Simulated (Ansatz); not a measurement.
Input file:

```yaml
crystal:
  periodic: [false, false, false]
  atoms:
    - {symbol: B, position_ang: [0.000000, 0.000000, 0.000000]}
    - {symbol: H, position_ang: [0.714366, 0.716202, 0.715897]}
    - {symbol: H, position_ang: [-0.719283, -0.712099, 0.715066]}
    - {symbol: H, position_ang: [-0.711684, 0.714767, -0.719991]}
    - {symbol: H, position_ang: [0.716601, -0.718870, -0.710973]}
basis:
  gaussian: {orbitals: aug-cc-pVTZ}
magnetization: {spin_polarized: true, initial_magnetization: 1}
correlation: {method: ccsd_t, electrons: outside_noble_gas}
output: {forces: true}
```

```sh
$ ansatz run in.yaml --threads 2 --pin off --events-out ev --progress --plain --max-ram 16896MiB --backend cuda --devices 0, --max-vram 18GiB
```

Output:

```
754 factors; integrals over basis functions are off by at most 8.7e-4 eV
mean field evaluation 1: about -729.6340 eV, gradient 1.1e1 eV
mean field evaluation 2: about -729.6344 eV, gradient 1.1e1 eV
mean field evaluation 4: about -730.5806 eV, gradient 1.2e0 eV
mean field evaluation 8: about -730.6048 eV, gradient 4.5e-4 eV
mean field evaluation 16: about -730.6955 eV, gradient 2.5e-1 eV
mean field evaluation 32: about -730.6048 eV, gradient 1.5e-3 eV
mean field evaluation 64: about -730.6048 eV, gradient 2.4e-5 eV
mean field evaluation 96: about -730.5771 eV, gradient 7.0e-1 eV
mean field evaluation 128: about -730.5399 eV, gradient 2.0e0 eV
mean field evaluation 160: about -730.3591 eV, gradient 6.3e-3 eV
mean field evaluation 192: about -730.3589 eV, gradient 7.7e-2 eV
mean field evaluation 224: about -730.6048 eV, gradient 3.4e-4 eV
mean field -730.69639677 eV, -26.8525972975 hartree, gradient 1.8e-6 eV, S^2 0.760126; 14 other end points of the search recorded, 0 dependent functions left out
determinant -730.69639677 eV, -26.8525972975 hartree, with singles and doubles -735.12861764 eV, -27.0154784102 hartree
determinant -730.60481452 eV, -26.8492317120 hartree, with singles and doubles -735.13744808 eV, -27.0158029230 hartree
determinant -730.35912617 eV, -26.8402028314 hartree, with singles and doubles -735.11625208 eV, -27.0150239844 hartree
determinant -730.69639677 eV, -26.8525972975 hartree, with singles and doubles -735.00741966 eV, -27.0110244665 hartree
determinant -730.60481452 eV, -26.8492317120 hartree, with singles and doubles -735.00810737 eV, -27.0110497396 hartree
determinant -730.35912617 eV, -26.8402028314 hartree, with singles and doubles -734.98208697 eV, -27.0100935075 hartree
1 core orbitals not correlated: weight in the atoms' cores, before any rotation towards them, 1.000 or more for the frozen orbitals, at most 0.000 for the correlated occupied ones
reference -730.60481452 eV, -26.8492317120 hartree; 4, 3 occupied and 133, 134 virtual orbitals, 754 factors
second order -3.68345213 eV of doubles, -0.00000000 eV of singles
cycle   1  -4.40329261 eV  change    2.4e-7 eV  update   3.5e-6
cycle   2  -4.40329288 eV  change   -2.7e-7 eV  update   2.5e-6
cycle   3  -4.40329333 eV  change   -4.5e-7 eV  update   2.0e-6
cycle   4  -4.40329356 eV  change   -2.3e-7 eV  update   1.9e-6
cycle   1  -4.40329441 eV  update   1.8e-6
cycle   2  -4.40329492 eV  change   -5.2e-7 eV  update   1.8e-6
cycle   3  -4.40329555 eV  change   -6.2e-7 eV  update   1.8e-6
cycle   4  -4.40329558 eV  change   -3.0e-8 eV  update   1.7e-6
cycle   5  -4.40329502 eV  change    5.6e-7 eV  update   1.4e-6
cycle   6  -4.40329489 eV  change    1.3e-7 eV  update   6.2e-7
perturbative correction -0.12745992 eV, -0.0046840658 hartree
the calculation of the forces begins
Total energy: -735.13556934 eV, -27.0157338804 hartree
Atom 0 at     0.000000     0.000000     0.000000 Å, force    -0.017806     0.014870     5.161220 eV/Å
Atom 1 at     0.714366     0.716202     0.715897 Å, force    -0.422995    -0.425089    -0.578777 eV/Å
Atom 2 at    -0.719283    -0.712099     0.715066 Å, force     0.427003     0.421739    -0.578285 eV/Å
Atom 3 at    -0.711684     0.714767    -0.719991 Å, force     0.152984    -0.152392    -2.001153 eV/Å
Atom 4 at     0.716601    -0.718870    -0.710973 Å, force    -0.139186     0.140872    -2.003005 eV/Å
Dipole moment:     0.000853    -0.000712    -0.247260 e Å
```

Forces (eV/Å):
```
B   -0.018  0.015  5.161
H   -0.423 -0.425 -0.579
H    0.427  0.422 -0.578
H    0.153 -0.152 -2.001
H   -0.139  0.141 -2.003
```

For the same geometry and basis UCCSDT(Q) lies 24.1 meV lower.

Ran on 2 threads of AMD EPYC 7R13 with a shared H100 80 GB, shared host: 9 s wall, 1.2 GiB peak host memory.
